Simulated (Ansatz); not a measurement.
# BSiO (quartet): wave-function methods side by side, cc-pVTZ

The task here is to estimate one member of a computed series from the others.

Program: Ansatz 0.2.0, Gaussian basis. Level of theory: cc-pVTZ, core rule «outside noble gas», up to 7 orbitals frozen. These are calculated values, not measurements.

To be run: UHF; CCSD(T) on ROHF; CCSD(T) on UHF; BCCD(T) on ROHF; CCSDT(Q) on ROHF; CCSDT(Q) on UHF; CASSCF and NEVPT2, 13 electrons in 12 orbitals.

7 further runs of the same task are left out: 2 for a known fault of the program, 5 set aside as unsound or not needed.

## What is computed

The geometry is a PBE0/def2-TZVP stationary point (not a proven minimum) of the parent state, kept for this charge and spin.

3 atoms, charge 0, spin multiplicity 4.

Atoms are counted from 1 here; the program's logs count them from 0.

Bond lengths: B1–O2 1.292 Å, O2–Si3 1.680 Å. Angles: B1–O2–Si3 180.0°.

The first run:

File in.yaml:

```yaml
crystal:
  periodic: [false, false, false]
  atoms:
    - {symbol: B, position_ang: [0.000000, 0.000000, -1.421400]}
    - {symbol: O, position_ang: [0.000000, 0.000000, -0.129200]}
    - {symbol: Si, position_ang: [0.000000, 0.000000, 1.550600]}
basis:
  gaussian: {orbitals: cc-pVTZ}
magnetization: {spin_polarized: true, initial_magnetization: 3}
hamiltonian: {xc: hf}
output: {orbitals: {seedname: orbitals}}
```

The run is started by

```bash
> ansatz run in.yaml --threads 1 --pin off --events-out ev --progress --plain --max-ram 4096MiB --backend cpu
```

Steps of the session up to this table: UHF; CCSD(T) on ROHF; CCSD(T) on UHF; BCCD(T) on ROHF; CCSDT(Q) on ROHF; CCSDT(Q) on UHF; CASSCF and NEVPT2, 13 electrons in 12 orbitals.

One of the session's tables, all rows but one given; the rest of the session is left out.

| method | from RCCSDT(Q) (kJ/mol) |
| --- | --- |
| RMP2 | +107.7 |
| UMP2 | +117.2 |
| RCCSD | +70.9 |
| UCCSD | ? |
| RCCSD(T) | +9.3 |
| UCCSD(T) | +12.0 |
| BCCD(T) | +11.8 |
| RCCSDT | +5.5 |
| UCCSDT | +5.6 |
| RCCSDT(Q) | 0 |
| UCCSDT(Q) | -2.0 |
| CASSCF valence | +726.8 |
| NEVPT2 valence | +263.8 |

Q: Estimate the row for UCCSD from the others.

The run gave: from RCCSDT(Q) (kJ/mol): +69.6. In the column «from RCCSDT(Q) (kJ/mol)» it lies between UCCSD(T) (+12.0) and RCCSD (+70.9).

Left out of the table: ROHF, UHF (another determinant or state than the rows shown).

To keep in mind: Warnings: coupled cluster took another determinant than the lowest; large T1 diagnostic. Restricted and unrestricted rows rest on different reference determinants; where their highest levels disagree by more than a few hundredths of an eV, they describe different states and don't form one ladder.
